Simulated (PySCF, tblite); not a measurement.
# A complex of Na+ and methanol

A gas-phase complex of Na+ and methanol; charge +1, singlet. The structure comes from a short search (6 tight-binding starts) and was relaxed by PBE0-D3(BJ)/def2-TZVPD; another way of binding may lie lower. Frequencies by PBE0-D3(BJ)/def2-TZVPD show no clear imaginary mode.

Parts: 1 = Na+ ([Na+]), atoms 1, charge +1; 2 = methanol (CO), atoms 2–7.

```xyz
7

Na    0.537    0.913    0.365
C     1.169   -2.238    1.047
O     1.069   -0.880    1.511
H     2.184   -2.614    1.180
H     0.458   -2.875    1.574
H     0.927   -2.240   -0.015
H     1.284   -0.871    2.449
```
(Å; atoms numbered from 1)

```csv
contact,kind (by geometry),distance (Å),angle (°)
Na1···O3,ion contact,2.193,-
```

Interaction energies are complex less parts, with the parts frozen as they stand in it; counterpoise-corrected, in kcal/mol (PySCF).

(1) How strongly do the parts interact, level by level?

(2) What holds them together? Decompose the wB97M-D3(BJ)/def2-TZVPD energy: frozen parts, their antisymmetrised product, then relaxation.

The parts were also relaxed and run alone, at the levels used for the complex: shieldings by PBE0/pcSseg-2; core levels by delta-SCF with SCAN, pcX-2 on the ionised atom and pcseg-1 elsewhere, spin-free X2C.

Values alone: shielding of Na1 (ppm): 623.7; shielding of O3 (ppm): 329.3; Na1 1s core level (eV): 1088.42; C2 1s core level (eV): 292.41; O3 1s core level (eV): 538.99.

(3) How do these values change when the complex forms?

(4) What are the binding energy from relaxed parts (wB97M-D3(BJ)/def2-TZVPD), and ΔH and ΔG of association at 298.15 K and 1 atm?

Answers

(1) 
```json
{"level": "wB97M-D3(BJ)/def2-TZVPD", "interaction": "-26.50", "superposition error removed": "-0.10"}
{"level": "PBE0-D3(BJ)/def2-TZVPD", "interaction": "-26.73", "superposition error removed": "-0.11"}
```

(2) electrostatic -26.5, Pauli repulsion +9.5, orbital relaxation -8.8, dispersion correction -0.8 kcal/mol, which sum to the value before the counterpoise correction; the Pauli term holds the exchange-correlation of the frozen density too. Of the attraction, 73 % is electrostatic, 24 % is orbital relaxation, 2 % is dispersion correction.

(3) 
| property | alone | in the complex | change |
| --- | --- | --- | --- |
| shielding of Na1 (ppm) | 623.7 | 602.0 | -21.7 |
| shielding of O3 (ppm) | 329.3 | 338.9 | +9.6 |
| Na1 1s core level (eV) | 1088.42 | 1086.05 | -2.37 |
| C2 1s core level (eV) | 292.41 | 296.98 | +4.57 |
| O3 1s core level (eV) | 538.99 | 544.43 | +5.44 |

(4) -26.34 kcal/mol, -25.21 with zero-point energy; ΔH -25.6 and ΔG -18.9 kcal/mol, from harmonic vibrations by PBE0-D3(BJ)/def2-TZVPD with low modes damped.
